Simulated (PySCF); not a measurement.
C₂H₇PS.
Bonds: C1–P2, P2–C3, P2–S4 (double). Hydrogens: H5, H6, H7 on C1; H8 on P2; H9, H10, H11 on C3.

The closed-shell ground state was solved at several levels (PySCF, density fitting, gas phase, non-relativistic). Isolated species at its PBE0-D3(BJ)/def2-SVP geometry, gas phase.

| level | basis functions | total energy (Eh) | HOMO (eV) | LUMO (eV) | gap (eV) | dipole (D) |
| --- | --- | --- | --- | --- | --- | --- |
| OPBE/pcSseg-2 | 256 | -819.9874 | -5.40 | -0.50 | 4.90 | 4.50 |
| HF/pcSseg-2 | 256 | -818.1725 | -9.08 | 2.27 | 11.35 | 5.22 |
| BLYP/pcSseg-2 | 256 | -820.0173 | -5.25 | -0.59 | 4.66 | 4.40 |
| KT3/pcSseg-2 | 256 | -826.7749 | -5.49 | -0.74 | 4.75 | 4.38 |
| LDA/pcSseg-2 | 256 | -816.6851 | -5.55 | -0.78 | 4.77 | 4.48 |
| B3LYP/pcSseg-2 | 256 | -820.1176 | -6.30 | -0.18 | 6.12 | 4.60 |

(1) What might PBE0/pcSseg-2 (256 basis functions) give for the same quantities?

(2) Over all these levels, which gives the widest orbital gap and which the narrowest?

(3) In the pcSseg-2 basis, how does the gap go with the fixed share of exact exchange?

(4) How far do the dipole and the HOMO energy spread over the levels?

Results:

(1) Total energy -819.7045 Eh, HOMO -6.54 eV, LUMO 0.09 eV, gap 6.63 eV, dipole 4.68 D.

(2) HF/pcSseg-2 (Hartree–Fock, all exact exchange) has the widest, 11.35 eV, and BLYP/pcSseg-2 (GGA) the narrowest, 4.66 eV. From the narrowest to the widest the HOMO moves by -3.83 eV and the LUMO by +2.86 eV.

(3) BLYP (0 %) 4.66 eV; KT3 (0 %) 4.75 eV; LDA (0 %) 4.77 eV; OPBE (0 %) 4.90 eV; B3LYP (20 %) 6.12 eV; PBE0 (25 %) 6.63 eV; HF (100 %) 11.35 eV. Each rise in the share widens the gap here.

(4) The dipole runs from 4.38 to 5.22 D (mean 4.61 D) and the HOMO from -9.08 to -5.25 eV.
